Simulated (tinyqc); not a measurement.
Worked calculation (part 1 of 2): UKS/BLYP in the sto-6g basis, for H2O, spin multiplicity 3. Computed by tinyqc, a small Python program that keeps every step (integrals from PySCF). Settings: charge = 0, multiplicity = 3, basis = sto-6g, energy threshold = 1e-09, iteration cap = 59, orthogonalisation = canonical, start = Wolfsberg-Helmholz matrix, DIIS depth = 8, method = UKS, functional = blyp, grid = [20, 14]. Command: `OMP_NUM_THREADS=1 python tinyqc.py 26075 26076 out.jsonl` (the two numbers bound the seeds that draw the settings). One thread of a shared host (Intel(R) Xeon(R) Processor @ 2.60GHz), about 5 s of CPU time with the checks. Later iterations appear only in the table of the cycle.

## One-electron integrals

Geometry (angstrom):
```
atom,x,y,z
O,0.000000,0.000000,0.000000
H,0.000000,0.799000,0.764000
H,0.000000,-0.799000,0.764000
```

Basis sto-6g: exponents (1/bohr^2) and contraction coefficients of normalised primitives:
```
element,l (shell),exponent,coefficient
O,s (1),1355.584234,0.009164
O,s (1),248.544885,0.049361
O,s (1),69.533902,0.168538
O,s (1),23.886772,0.370563
O,s (1),9.275933,0.416492
O,s (1),3.820341,0.130334
O,s (2),52.187762,-0.013253
O,s (2),10.329320,-0.046992
O,s (2),3.210345,-0.033785
O,s (2),1.235135,0.250242
O,s (2),0.536420,0.595117
O,s (2),0.245881,0.240706
O,p (3),52.187762,0.003760
O,p (3),10.329320,0.037679
O,p (3),3.210345,0.173897
O,p (3),1.235135,0.418036
O,p (3),0.536420,0.425860
O,p (3),0.245881,0.101708
H,s (1),35.523221,0.009164
H,s (1),6.513144,0.049361
H,s (1),1.822143,0.168538
H,s (1),0.625955,0.370563
H,s (1),0.243077,0.416492
H,s (1),0.100112,0.130334
```

Overlap, kinetic and nuclear-attraction integrals over the contracted functions; the nuclear repulsion is the sum of Za Zb / Rab.

nuclear repulsion = 7.99008280 hartree

overlap S:
```
,1O 1s,1O 2s,1O 2px,1O 2py,1O 2pz,2H 1s,3H 1s
1O 1s,1.000000,0.231145,0.000000,0.000000,0.000000,0.039404,0.039404
1O 2s,0.231145,1.000000,0.000000,0.000000,0.000000,0.385194,0.385194
1O 2px,0.000000,0.000000,1.000000,0.000000,0.000000,0.000000,0.000000
1O 2py,0.000000,0.000000,0.000000,1.000000,0.000000,0.244290,-0.244290
1O 2pz,0.000000,0.000000,0.000000,0.000000,1.000000,0.233589,0.233589
2H 1s,0.039404,0.385194,0.000000,0.244290,0.233589,1.000000,0.222718
3H 1s,0.039404,0.385194,0.000000,-0.244290,0.233589,0.222718,1.000000
```

kinetic energy T (hartree):
```
,1O 1s,1O 2s,1O 2px,1O 2py,1O 2pz,2H 1s,3H 1s
1O 1s,29.327197,-0.896024,0.000000,0.000000,0.000000,-0.005903,-0.005903
1O 2s,-0.896024,0.842618,0.000000,0.000000,0.000000,0.067713,0.067713
1O 2px,0.000000,0.000000,2.531309,0.000000,0.000000,0.000000,0.000000
1O 2py,0.000000,0.000000,0.000000,2.531309,0.000000,0.131805,-0.131805
1O 2pz,0.000000,0.000000,0.000000,0.000000,2.531309,0.126031,0.126031
2H 1s,-0.005903,0.067713,0.000000,0.131805,0.126031,0.768522,0.001328
3H 1s,-0.005903,0.067713,0.000000,-0.131805,0.126031,0.001328,0.768522
```

nuclear attraction V (hartree):
```
,1O 1s,1O 2s,1O 2px,1O 2py,1O 2pz,2H 1s,3H 1s
1O 1s,-62.215682,-6.372572,0.000000,0.000000,-0.017019,-1.241798,-1.241798
1O 2s,-6.372572,-9.952586,0.000000,0.000000,-0.196883,-2.956806,-2.956806
1O 2px,0.000000,0.000000,-9.892711,0.000000,0.000000,0.000000,0.000000
1O 2py,0.000000,0.000000,0.000000,-9.985908,0.000000,-1.655251,1.655251
1O 2pz,-0.017019,-0.196883,0.000000,0.000000,-9.977922,-1.642776,-1.642776
2H 1s,-1.241798,-2.956806,0.000000,-1.655251,-1.642776,-5.321994,-1.277177
3H 1s,-1.241798,-2.956806,0.000000,1.655251,-1.642776,-1.277177,-5.321994
```

core Hamiltonian H = T + V (hartree):
```
,1O 1s,1O 2s,1O 2px,1O 2py,1O 2pz,2H 1s,3H 1s
1O 1s,-32.888485,-7.268596,0.000000,0.000000,-0.017019,-1.247701,-1.247701
1O 2s,-7.268596,-9.109968,0.000000,0.000000,-0.196883,-2.889093,-2.889093
1O 2px,0.000000,0.000000,-7.361402,0.000000,0.000000,0.000000,0.000000
1O 2py,0.000000,0.000000,0.000000,-7.454600,0.000000,-1.523446,1.523446
1O 2pz,-0.017019,-0.196883,0.000000,0.000000,-7.446613,-1.516745,-1.516745
2H 1s,-1.247701,-2.889093,0.000000,-1.523446,-1.516745,-4.553472,-1.275849
3H 1s,-1.247701,-2.889093,0.000000,1.523446,-1.516745,-1.275849,-4.553472
```

## Two-electron integrals

Functions are numbered as in S; the eight-fold symmetry (ij|kl) = (ji|kl) = (kl|ij) leaves the list below.

Two-electron integrals (ij|kl) in chemists' order, unique and non-zero (hartree):
```
i,j,k,l,(ij|kl)
1,1,1,1,4.787491
2,1,1,1,0.675884
2,1,2,1,0.121505
2,2,1,1,1.117379
2,2,2,1,0.249212
2,2,2,2,0.817383
3,1,3,1,0.025762
3,2,3,1,0.039145
3,2,3,2,0.180664
3,3,1,1,1.117381
3,3,2,1,0.249212
3,3,2,2,0.817382
3,3,3,3,0.880663
4,1,4,1,0.025762
4,2,4,1,0.039145
4,2,4,2,0.180664
4,3,4,3,0.047461
4,4,1,1,1.117381
4,4,2,1,0.249212
4,4,2,2,0.817382
4,4,3,3,0.785741
4,4,4,4,0.880663
5,1,5,1,0.025762
5,2,5,1,0.039145
5,2,5,2,0.180664
5,3,5,3,0.047461
5,4,5,4,0.047461
5,5,1,1,1.117381
5,5,2,1,0.249212
5,5,2,2,0.817382
5,5,3,3,0.785741
5,5,4,4,0.785741
5,5,5,5,0.880663
6,1,1,1,0.122685
6,1,2,1,0.021149
6,1,2,2,0.042458
6,1,3,3,0.042368
6,1,4,1,0.000750
6,1,4,2,0.001468
6,1,4,4,0.042510
6,1,5,1,0.000717
6,1,5,2,0.001404
6,1,5,4,0.000136
6,1,5,5,0.042498
6,1,6,1,0.003752
6,2,1,1,0.310770
6,2,2,1,0.070343
6,2,2,2,0.257037
6,2,3,3,0.252686
6,2,4,1,0.004084
6,2,4,2,0.030691
6,2,4,4,0.259505
6,2,5,1,0.003905
6,2,5,2,0.029347
6,2,5,4,0.006520
6,2,5,5,0.258921
6,2,6,1,0.012322
6,2,6,2,0.102466
6,3,3,1,0.007648
6,3,3,2,0.043605
6,3,4,3,0.006269
6,3,5,3,0.005994
6,3,6,3,0.014137
6,4,1,1,0.166539
6,4,2,1,0.038217
6,4,2,2,0.148909
6,4,3,3,0.142299
6,4,4,1,0.009566
6,4,4,2,0.060200
6,4,4,4,0.158646
6,4,5,1,0.001833
6,4,5,2,0.015867
6,4,5,4,0.009637
6,4,5,5,0.145782
6,4,6,1,0.006986
6,4,6,2,0.072153
6,4,6,4,0.064341
6,5,1,1,0.159244
6,5,2,1,0.036543
6,5,2,2,0.142386
6,5,3,3,0.136065
6,5,4,1,0.001833
6,5,4,2,0.015867
6,5,4,4,0.139709
6,5,5,1,0.009401
6,5,5,2,0.058778
6,5,5,4,0.009752
6,5,5,5,0.151384
6,5,6,1,0.006680
6,5,6,2,0.068993
6,5,6,4,0.048004
6,5,6,5,0.060039
6,6,1,1,0.468646
6,6,2,1,0.108051
6,6,2,2,0.452803
6,6,3,3,0.435181
6,6,4,1,0.007787
6,6,4,2,0.081034
6,6,4,4,0.462797
6,6,5,1,0.007446
6,6,5,2,0.077484
6,6,5,4,0.026406
6,6,5,5,0.460431
6,6,6,1,0.019098
6,6,6,2,0.233719
6,6,6,4,0.187623
6,6,6,5,0.179404
6,6,6,6,0.774999
7,1,1,1,0.122685
7,1,2,1,0.021149
7,1,2,2,0.042458
7,1,3,3,0.042368
7,1,4,1,-0.000750
7,1,4,2,-0.001468
7,1,4,4,0.042510
7,1,5,1,0.000717
7,1,5,2,0.001404
7,1,5,4,-0.000136
7,1,5,5,0.042498
7,1,6,1,0.003704
7,1,6,2,0.011967
7,1,6,4,0.006199
7,1,6,5,0.006491
7,1,6,6,0.018372
7,1,7,1,0.003752
7,2,1,1,0.310770
7,2,2,1,0.070343
7,2,2,2,0.257037
7,2,3,3,0.252686
7,2,4,1,-0.004084
7,2,4,2,-0.030691
7,2,4,4,0.259505
7,2,5,1,0.003905
7,2,5,2,0.029347
7,2,5,4,-0.006520
7,2,5,5,0.258921
7,2,6,1,0.011967
7,2,6,2,0.084118
7,2,6,4,0.040833
7,2,6,5,0.055222
7,2,6,6,0.157945
7,2,7,1,0.012322
7,2,7,2,0.102466
7,3,3,1,0.007648
7,3,3,2,0.043605
7,3,4,3,-0.006269
7,3,5,3,0.005994
7,3,6,3,0.011275
7,3,7,3,0.014137
7,4,1,1,-0.166539
7,4,2,1,-0.038217
7,4,2,2,-0.148909
7,4,3,3,-0.142299
7,4,4,1,0.009566
7,4,4,2,0.060200
7,4,4,4,-0.158646
7,4,5,1,-0.001833
7,4,5,2,-0.015867
7,4,5,4,0.009637
7,4,5,5,-0.145782
7,4,6,1,-0.006199
7,4,6,2,-0.040833
7,4,6,4,-0.009019
7,4,6,5,-0.026234
7,4,6,6,-0.068608
7,4,7,1,-0.006986
7,4,7,2,-0.072153
7,4,7,4,0.064341
7,5,1,1,0.159244
7,5,2,1,0.036543
7,5,2,2,0.142386
7,5,3,3,0.136065
7,5,4,1,-0.001833
7,5,4,2,-0.015867
7,5,4,4,0.139709
7,5,5,1,0.009401
7,5,5,2,0.058778
7,5,5,4,-0.009752
7,5,5,5,0.151384
7,5,6,1,0.006491
7,5,6,2,0.055222
7,5,6,4,0.026234
7,5,6,5,0.046925
7,5,6,6,0.113448
7,5,7,1,0.006680
7,5,7,2,0.068993
7,5,7,4,-0.048004
7,5,7,5,0.060039
7,6,1,1,0.124497
7,6,2,1,0.028525
7,6,2,2,0.114330
7,6,3,3,0.111371
7,6,4,4,0.113154
7,6,5,1,0.002386
7,6,5,2,0.021866
7,6,5,5,0.118464
7,6,6,1,0.004960
7,6,6,2,0.046978
7,6,6,4,0.028565
7,6,6,5,0.035556
7,6,6,6,0.115912
7,6,7,1,0.004960
7,6,7,2,0.046978
7,6,7,4,-0.028565
7,6,7,5,0.035556
7,6,7,6,0.027501
7,7,1,1,0.468646
7,7,2,1,0.108051
7,7,2,2,0.452803
7,7,3,3,0.435181
7,7,4,1,-0.007787
7,7,4,2,-0.081034
7,7,4,4,0.462797
7,7,5,1,0.007446
7,7,5,2,0.077484
7,7,5,4,-0.026406
7,7,5,5,0.460431
7,7,6,1,0.018372
7,7,6,2,0.157945
7,7,6,4,0.068608
7,7,6,5,0.113448
7,7,6,6,0.326444
7,7,7,1,0.019098
7,7,7,2,0.233719
7,7,7,4,-0.187623
7,7,7,5,0.179404
7,7,7,6,0.115912
7,7,7,7,0.774999
```

## Orthogonalisation

S = U s U^T; canonical form X = U s^(-1/2), so that X^T S X = 1. Each column of U has its largest component positive (the first on a tie).

eigenvalues of S: 0.438675  0.525659  0.879783  1.000000  1.108589  1.251623  1.795672

X:
```
,1,2,3,4,5,6,7
1O 1s,-0.330483,0.000000,0.734185,0.000000,0.623718,0.000000,0.161083
1O 2s,1.022859,0.000000,-0.323978,0.000000,0.340458,0.000000,0.422276
1O 2px,0.000000,0.000000,0.000000,1.000000,0.000000,0.000000,0.000000
1O 2py,0.000000,0.812017,0.000000,0.000000,0.000000,0.722522,0.000000
1O 2pz,0.537754,0.000000,0.659576,0.000000,-0.598654,0.000000,0.227698
2H 1s,-0.646125,-0.788353,-0.169727,0.000000,-0.139149,0.372105,0.387804
3H 1s,-0.646125,0.788353,-0.169727,0.000000,-0.139149,-0.372105,0.387804
```

## Starting guess

The start is the generalised Wolfsberg-Helmholz matrix (K = 1.75) built on H; D(s) = C_occ C_occ^T for each spin.

D(alpha) at the start:
```
,1O 1s,1O 2s,1O 2px,1O 2py,1O 2pz,2H 1s,3H 1s
1O 1s,1.034070,-0.143710,0.000000,0.000000,0.051321,-0.062418,-0.062418
1O 2s,-0.143710,0.654715,0.000000,0.000000,-0.195800,0.172047,0.172047
1O 2px,0.000000,0.000000,1.000000,0.000000,0.000000,0.000000,0.000000
1O 2py,0.000000,0.000000,0.000000,1.181411,0.000000,-0.371302,0.371302
1O 2pz,0.051321,-0.195800,0.000000,0.000000,0.906566,0.067362,0.067362
2H 1s,-0.062418,0.172047,0.000000,-0.371302,0.067362,0.822486,-0.697440
3H 1s,-0.062418,0.172047,0.000000,0.371302,0.067362,-0.697440,0.822486
```

D(beta) at the start:
```
,1O 1s,1O 2s,1O 2px,1O 2py,1O 2pz,2H 1s,3H 1s
1O 1s,1.034070,-0.143710,0.000000,0.000000,0.051321,-0.062418,-0.062418
1O 2s,-0.143710,0.654715,0.000000,0.000000,-0.195800,0.172047,0.172047
1O 2px,0.000000,0.000000,0.000000,0.000000,0.000000,0.000000,0.000000
1O 2py,0.000000,0.000000,0.000000,0.785977,0.000000,0.164352,-0.164352
1O 2pz,0.051321,-0.195800,0.000000,0.000000,0.906566,0.067362,0.067362
2H 1s,-0.062418,0.172047,0.000000,0.164352,0.067362,0.096890,0.028157
3H 1s,-0.062418,0.172047,0.000000,-0.164352,0.067362,0.028157,0.096890
```

## Iteration 1: exchange-correlation on the grid

Becke grid with 20 radial and 14 angular points per atom, points of zero weight dropped. rho = sum D_ij phi_i phi_j; V_xc,ij = sum w v_xc phi_i phi_j plus the gradient terms; v_xc is d(rho eps)/d rho(s) for spin s at fixed gradient.

The 16 grid points with the largest w rho, of 830 (bohr, atomic units):
```
x,y,z,w,rho(alpha),rho(beta),eps_xc,v_xc(alpha)
0.000000,0.000000,-1.045076,0.279652,0.246109,0.246109,-0.659501,-0.796412
0.603375,0.603375,-0.603375,0.314510,0.249203,0.170942,-0.634690,-0.788991
0.603375,-0.603375,-0.603375,0.314510,0.249203,0.170942,-0.634690,-0.788991
-0.603375,-0.603375,-0.603375,0.314510,0.249203,0.170942,-0.634690,-0.788991
-0.603375,0.603375,-0.603375,0.314510,0.249203,0.170942,-0.634690,-0.788991
0.000000,-1.045076,0.000000,0.262861,0.243030,0.209109,-0.642351,-0.788501
0.000000,1.045076,0.000000,0.262861,0.243030,0.209109,-0.642351,-0.788501
0.000000,0.000000,-1.383986,0.599896,0.094401,0.094401,-0.512378,-0.576851
0.000000,0.000000,-0.769704,0.122337,0.458649,0.458649,-0.780188,-0.991077
0.799045,0.799045,-0.799045,0.673881,0.095251,0.066271,-0.493959,-0.567596
0.799045,-0.799045,-0.799045,0.673881,0.095251,0.066271,-0.493959,-0.567596
-0.799045,-0.799045,-0.799045,0.673881,0.095251,0.066271,-0.493959,-0.567596
-0.799045,0.799045,-0.799045,0.673881,0.095251,0.066271,-0.493959,-0.567596
0.444389,0.444389,-0.444389,0.137623,0.466475,0.316141,-0.750786,-0.985960
0.444389,-0.444389,-0.444389,0.137623,0.466475,0.316141,-0.750786,-0.985960
-0.444389,-0.444389,-0.444389,0.137623,0.466475,0.316141,-0.750786,-0.985960
```

electrons on the grid, sum of w rho = 10.019815

E_xc = sum of w rho eps_xc = -9.48444753 hartree

V_xc(alpha) (hartree):
```
,1O 1s,1O 2s,1O 2px,1O 2py,1O 2pz,2H 1s,3H 1s
1O 1s,-3.133281,-0.387422,0.000000,0.000000,0.002772,-0.072635,-0.072635
1O 2s,-0.387422,-0.822442,0.000000,0.000000,0.005635,-0.249304,-0.249304
1O 2px,0.000000,0.000000,-0.804878,0.000000,0.000000,0.000000,0.000000
1O 2py,0.000000,0.000000,0.000000,-0.836907,0.000000,-0.148947,0.148947
1O 2pz,0.002772,0.005635,0.000000,0.000000,-0.825714,-0.142082,-0.142082
2H 1s,-0.072635,-0.249304,0.000000,-0.148947,-0.142082,-0.510022,-0.105138
3H 1s,-0.072635,-0.249304,0.000000,0.148947,-0.142082,-0.105138,-0.510022
```

V_xc(beta) (hartree):
```
,1O 1s,1O 2s,1O 2px,1O 2py,1O 2pz,2H 1s,3H 1s
1O 1s,-3.113969,-0.372267,0.000000,0.000000,0.003012,-0.070322,-0.070322
1O 2s,-0.372267,-0.743595,0.000000,0.000000,0.005965,-0.226198,-0.226198
1O 2px,0.000000,0.000000,-0.656523,0.000000,0.000000,0.000000,0.000000
1O 2py,0.000000,0.000000,0.000000,-0.783052,0.000000,-0.135688,0.135688
1O 2pz,0.003012,0.005965,0.000000,0.000000,-0.791443,-0.130339,-0.130339
2H 1s,-0.070322,-0.226198,0.000000,-0.135688,-0.130339,-0.409573,-0.093597
3H 1s,-0.070322,-0.226198,0.000000,0.135688,-0.130339,-0.093597,-0.409573
```

## Iteration 1: building the Kohn-Sham matrix

J_ij = sum D_kl (ij|kl) with D = D(alpha) + D(beta); F = H + J + V_xc; E = tr D H + tr D J / 2 + E_xc + E_nn.

Coulomb J (hartree):
```
,1O 1s,1O 2s,1O 2px,1O 2py,1O 2pz,2H 1s,3H 1s
1O 1s,17.326974,3.080479,0.000000,0.000000,-0.006307,0.540027,0.540027
1O 2s,3.080479,8.111054,0.000000,0.000000,0.037975,2.555608,2.555608
1O 2px,0.000000,0.000000,8.022397,0.000000,0.000000,0.000000,0.000000
1O 2py,0.000000,0.000000,0.000000,8.160362,0.000000,1.485572,-1.485572
1O 2pz,-0.006307,0.037975,0.000000,0.000000,8.150402,1.438015,1.438015
2H 1s,0.540027,2.555608,0.000000,1.485572,1.438015,4.711896,1.156949
3H 1s,0.540027,2.555608,0.000000,-1.485572,1.438015,1.156949,4.711896
```

F(alpha) (hartree):
```
,1O 1s,1O 2s,1O 2px,1O 2py,1O 2pz,2H 1s,3H 1s
1O 1s,-18.694792,-4.575539,0.000000,0.000000,-0.020554,-0.780309,-0.780309
1O 2s,-4.575539,-1.821355,0.000000,0.000000,-0.153273,-0.582789,-0.582789
1O 2px,0.000000,0.000000,-0.143883,0.000000,0.000000,0.000000,0.000000
1O 2py,0.000000,0.000000,0.000000,-0.131145,0.000000,-0.186821,0.186821
1O 2pz,-0.020554,-0.153273,0.000000,0.000000,-0.121925,-0.220812,-0.220812
2H 1s,-0.780309,-0.582789,0.000000,-0.186821,-0.220812,-0.351599,-0.224038
3H 1s,-0.780309,-0.582789,0.000000,0.186821,-0.220812,-0.224038,-0.351599
```

F(beta) (hartree):
```
,1O 1s,1O 2s,1O 2px,1O 2py,1O 2pz,2H 1s,3H 1s
1O 1s,-18.675480,-4.560384,0.000000,0.000000,-0.020314,-0.777996,-0.777996
1O 2s,-4.560384,-1.742509,0.000000,0.000000,-0.152943,-0.559683,-0.559683
1O 2px,0.000000,0.000000,0.004471,0.000000,0.000000,0.000000,0.000000
1O 2py,0.000000,0.000000,0.000000,-0.077290,0.000000,-0.173562,0.173562
1O 2pz,-0.020314,-0.152943,0.000000,0.000000,-0.087654,-0.209069,-0.209069
2H 1s,-0.777996,-0.559683,0.000000,-0.173562,-0.209069,-0.251149,-0.212497
3H 1s,-0.777996,-0.559683,0.000000,0.173562,-0.209069,-0.212497,-0.251149
```

total energy of this density = -75.50764121 hartree

## Iteration 1: diagonalisation and new density

Diagonalise F' = X^T F X, C = X C', fill 6 alpha and 4 beta electrons from the bottom; D(s) = C_occ C_occ^T. Each column has its largest component positive (the first on a tie).

F' = X^T F X (alpha) (hartree):
```
,1,2,3,4,5,6,7
1,-0.350139,0.000000,1.803424,0.000000,1.647243,0.000000,0.486969
2,0.000000,0.233349,0.000000,0.000000,0.000000,0.097827,0.000000
3,1.803424,0.000000,-7.772492,0.000000,-8.286522,0.000000,-3.388646
4,0.000000,0.000000,0.000000,-0.143883,0.000000,0.000000,0.000000
5,1.647243,0.000000,-8.286522,0.000000,-9.107468,0.000000,-3.802878
6,0.000000,0.097827,0.000000,0.000000,0.000000,-0.304698,0.000000
7,0.486969,0.000000,-3.388646,0.000000,-3.802878,0.000000,-2.297506
```

orbital energies (alpha) (hartree): MO1 -18.699114, MO2 -0.812515, MO3 -0.321933, MO4 -0.194868, MO5 -0.143883, MO6 0.178891, MO7 0.250583

coefficients C (alpha):
```
,MO1,MO2,MO3,MO4,MO5,MO6,MO7
1O 1s,0.996008,-0.219295,0.000000,-0.130318,0.000000,-0.078184,0.000000
1O 2s,0.018119,0.837430,0.000000,0.674731,0.000000,0.537170,0.000000
1O 2px,0.000000,0.000000,0.000000,0.000000,1.000000,0.000000,0.000000
1O 2py,0.000000,0.000000,0.570677,0.000000,0.000000,0.000000,0.925062
1O 2pz,0.003039,0.193927,0.000000,-0.590463,0.000000,0.864980,0.000000
2H 1s,-0.004004,0.162426,0.503243,-0.410196,0.000000,-0.649138,-0.711835
3H 1s,-0.004004,0.162426,-0.503243,-0.410196,0.000000,-0.649138,0.711835
```

F' = X^T F X (beta) (hartree):
```
,1,2,3,4,5,6,7
1,-0.247517,0.000000,1.810103,0.000000,1.676708,0.000000,0.474698
2,0.000000,0.345421,0.000000,0.000000,0.000000,0.070168,0.000000
3,1.810103,0.000000,-7.740892,0.000000,-8.295079,0.000000,-3.405531
4,0.000000,0.000000,0.000000,0.004471,0.000000,0.000000,0.000000
5,1.676708,0.000000,-8.295079,0.000000,-9.069343,0.000000,-3.803380
6,0.000000,0.070168,0.000000,0.000000,0.000000,-0.237704,0.000000
7,0.474698,0.000000,-3.405531,0.000000,-3.803380,0.000000,-2.225480
```

orbital energies (beta) (hartree): MO1 -18.679430, MO2 -0.740970, MO3 -0.246028, MO4 -0.129559, MO5 0.004471, MO6 0.266727, MO7 0.353745

coefficients C (beta):
```
,MO1,MO2,MO3,MO4,MO5,MO6,MO7
1O 1s,0.996196,-0.217455,0.000000,0.124316,0.000000,-0.089832,0.000000
1O 2s,0.017282,0.831560,0.000000,-0.628027,0.000000,0.599352,0.000000
1O 2px,0.000000,0.000000,0.000000,0.000000,1.000000,0.000000,0.000000
1O 2py,0.000000,0.000000,0.621825,0.000000,0.000000,0.000000,0.891484
1O 2pz,0.002929,0.206003,0.000000,0.672236,0.000000,0.800067,0.000000
2H 1s,-0.003801,0.164239,0.462391,0.340305,0.000000,-0.687926,-0.739025
3H 1s,-0.003801,0.164239,-0.462391,0.340305,0.000000,-0.687926,0.739025
```

D(alpha) after iteration 1:
```
,1O 1s,1O 2s,1O 2px,1O 2py,1O 2pz,2H 1s,3H 1s
1O 1s,1.063218,-0.295525,0.000000,0.000000,-0.030180,0.064601,0.064601
1O 2s,-0.295525,1.445431,0.000000,0.000000,0.228693,-0.489521,-0.489521
1O 2px,0.000000,0.000000,1.000000,0.000000,0.000000,0.000000,0.000000
1O 2py,0.000000,0.000000,0.000000,0.325672,0.000000,0.287189,-0.287189
1O 2pz,-0.030180,0.228693,0.000000,0.000000,1.134453,-0.287799,-0.287799
2H 1s,0.064601,-0.489521,0.000000,0.287189,-0.287799,0.869292,0.362785
3H 1s,0.064601,-0.489521,0.000000,-0.287189,-0.287799,0.362785,0.869292
```

D(beta) after iteration 1:
```
,1O 1s,1O 2s,1O 2px,1O 2py,1O 2pz,2H 1s,3H 1s
1O 1s,1.055148,-0.241685,0.000000,0.000000,0.041691,0.002803,0.002803
1O 2s,-0.241685,1.086208,0.000000,0.000000,-0.250828,-0.077212,-0.077212
1O 2px,0.000000,0.000000,0.000000,0.000000,0.000000,0.000000,0.000000
1O 2py,0.000000,0.000000,0.000000,0.386667,0.000000,0.287527,-0.287527
1O 2pz,0.041691,-0.250828,0.000000,0.000000,0.494347,0.262588,0.262588
2H 1s,0.002803,-0.077212,0.000000,0.287527,0.262588,0.356602,-0.071010
3H 1s,0.002803,-0.077212,0.000000,-0.287527,0.262588,-0.071010,0.356602
```
